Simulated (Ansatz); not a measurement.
## B₂H₄N, SMILES B[N]B: a rigid scan of one bond angle

Run with Ansatz's Python interface.

The script, `bend_b2h4n.py`:
```python
import logging
import sys

import ansatz
from ase import Atoms

logging.basicConfig(stream=sys.stdout, format="[%(levelname)s] %(message)s")
log = logging.getLogger("calc")
log.setLevel(logging.INFO)

params = {
    "basis": "cc-pVDZ",
    "xc": "cam_b3lyp",
    "force_tol": 0.02,
}


def main() -> None:
    atoms = Atoms(["B", "N", "B", "H", "H", "H", "H"], positions=[
        (-0.8622, 0.0442, -0.7344),
        (-0.4247, -0.7955, 0.3945),
        (0.9293, -0.3054, 0.7936),
        (-1.6256, -0.3466, -1.5065),
        (-0.9364, 1.2568, -0.6227),
        (1.057, 0.6752, 1.4803),
        (1.9239, -0.5966, 0.1495),
    ])

    first = (
        ansatz.Crystal.molecule_from_ase(atoms).calculation()
        .basis(gaussian=params["basis"])
        .functional(params["xc"])
        .spin("collinear", total=1)
        .relax(force_tolerance=params["force_tol"], max_steps=80)
    )
    atoms.positions = first.run(threads=1, pin="off").report["positions_ang"]

    rows = []
    for angle in [85, 95, 105, 115, 125, 140, 160]:
        bent = atoms.copy()
        bent.set_angle(0, 1, 2, angle, indices=[2, 5, 6])
        base = ansatz.Crystal.molecule_from_ase(bent).calculation()
        base = base.basis(gaussian=params["basis"])
        base = base.functional(params["xc"])
        base = base.spin("collinear", total=1)
        rows.append((angle, base.run(threads=1, pin="off").report["free_energy_ev"]))
    floor = min(e for _, e in rows)
    for angle, e in rows:
        log.info(f"angle B0-N1-B2 = {angle:3d} deg   {1000 * (e - floor):9.1f} meV")


if __name__ == "__main__":
    main()
```

```console
$ python bend_b2h4n.py
[INFO] angle B0-N1-B2 =  85 deg      3409.8 meV
[INFO] angle B0-N1-B2 =  95 deg      3001.7 meV
[INFO] angle B0-N1-B2 = 105 deg      1671.8 meV
[INFO] angle B0-N1-B2 = 115 deg       944.3 meV
[INFO] angle B0-N1-B2 = 125 deg       518.2 meV
[INFO] angle B0-N1-B2 = 140 deg       176.0 meV
[INFO] angle B0-N1-B2 = 160 deg         0.0 meV
```

Caveats:
- The scan is rigid, and the energies are electronic, in a modest basis. The zero is the lowest point of the grid, which needn't be the minimum.
- The run takes the species as open-shell (spin multiplicity 2), which needn't be its ground state.
- Wall time of the script: 22 s on 1 thread of AMD EPYC 9R45 96-Core Processor (Zen 5), on a shared host, peak memory 0.27 GiB.
